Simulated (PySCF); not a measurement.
This PySCF input (PBE/def2-TZVP) gives -115.91760 Eh with 111 basis functions.

```python
import numpy as np, basis_set_exchange as bse
from pyscf import gto, scf, dft, df

basis = {'C': gto.basis.parse(bse.get_basis('def2-TZVP', elements=['C'], fmt='nwchem')), 'H': gto.basis.parse(bse.get_basis('def2-TZVP', elements=['H'], fmt='nwchem'))}
mol = gto.M(
    atom='''
    C     0.00327342    0.02137882    0.11257968
    C     0.09532447    0.42175209    1.31948097
    C    -0.04988734   -0.27325839   -1.20303702
    H    -0.15282464   -0.23863109    2.15258061
    H     0.80620451   -0.68175225   -1.73348371
    H    -0.94564319   -0.09885182   -1.79323865
    ''',
    basis=basis,
    charge=-1,
    verbose=4,
    max_memory=8640,
)
mf = dft.RKS(mol, xc='pbe')
mf.grids.level = 3
mf = mf.density_fit(auxbasis=df.autoaux(mol))
mf.conv_tol = 1e-9
mf.max_cycle = 100
print('smallest overlap eigenvalue', np.linalg.eigvalsh(mol.intor('int1e_ovlp'))[0])
mf.kernel()
dip = mf.dip_moment()
```

Change:
```diff
- basis = {'C': gto.basis.parse(bse.get_basis('def2-TZVP', elements=['C'], fmt='nwchem')), 'H': gto.basis.parse(bse.get_basis('def2-TZVP', elements=['H'], fmt='nwchem'))}
+ basis = {'C': gto.basis.parse(bse.get_basis('pcseg-1', elements=['C'], fmt='nwchem')), 'H': gto.basis.parse(bse.get_basis('pcseg-1', elements=['H'], fmt='nwchem'))}
```

### Question
What does the run give now?

### Answer
-115.84859 Eh (PBE/pcseg-1, 57 functions), a change of +69.01 mEh.
